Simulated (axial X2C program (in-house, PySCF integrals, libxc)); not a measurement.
# Density and ELF of N₂

Calculated with an axial X2C code built on PySCF integrals. Two-component (2c) means X2C with spin–orbit coupling and atomic mean-field two-electron Coulomb and Gaunt terms. Basis: N dyall-av3z [7s7p3d2f] (cores contracted in-house); Gaussian nuclei, density fitting, unrestricted open shells. Masses: N 14.003 u.

PBE0, with spin–orbit coupling, state Ω = 0 (closed shell); N at z = 0, N at z = 1.091 Å.

The maps cover the half plane through the axis: z from -2.4 to 3.0 Å along the bond, ρ from 0.15 to 2.25 Å away from it.

log10 of the density in e/bohr³:

```
 ρ\z  -2.4  -1.8  -1.2  -0.6   0.0   0.6   1.2   1.8   2.4   3.0
0.15  -4.1  -3.0  -1.8  -0.6   0.7  -0.2   0.3  -0.8  -2.0  -3.2
0.45  -4.2  -3.1  -2.0  -0.9  -0.5  -0.5  -0.5  -1.1  -2.2  -3.3
0.75  -4.3  -3.3  -2.2  -1.4  -1.0  -1.0  -1.0  -1.5  -2.4  -3.5
1.05  -4.5  -3.5  -2.6  -1.9  -1.6  -1.6  -1.6  -2.0  -2.8  -3.7
1.35  -4.8  -3.9  -3.0  -2.4  -2.1  -2.1  -2.2  -2.5  -3.2  -4.0
1.65  -5.1  -4.2  -3.5  -3.0  -2.7  -2.7  -2.7  -3.0  -3.6  -4.4
1.95  -5.4  -4.6  -4.0  -3.5  -3.3  -3.2  -3.3  -3.6  -4.1  -4.7
2.25  -5.7  -5.0  -4.4  -4.0  -3.8  -3.8  -3.8  -4.1  -4.5  -5.2
```

Electron localisation function (collinear form, no current term, damped to 0 at low density):

```
 ρ\z  -2.4  -1.8  -1.2  -0.6   0.0   0.6   1.2   1.8   2.4   3.0
0.15  0.00  0.41  0.93  0.96  0.81  0.86  0.31  0.96  0.90  0.23
0.45  0.00  0.31  0.90  0.95  0.59  0.82  0.69  0.95  0.86  0.16
0.75  0.00  0.16  0.80  0.89  0.74  0.69  0.78  0.89  0.73  0.07
1.05  0.00  0.05  0.56  0.74  0.58  0.50  0.62  0.74  0.47  0.02
1.35  0.00  0.01  0.24  0.45  0.35  0.29  0.37  0.44  0.18  0.00
1.65  0.00  0.00  0.05  0.17  0.15  0.14  0.16  0.16  0.03  0.00
1.95  0.00  0.00  0.00  0.03  0.04  0.04  0.04  0.02  0.00  0.00
2.25  0.00  0.00  0.00  0.00  0.01  0.01  0.01  0.00  0.00  0.00
```

One determinant describes the state; a PBE0 search over occupations chose it and may have missed a lower one.
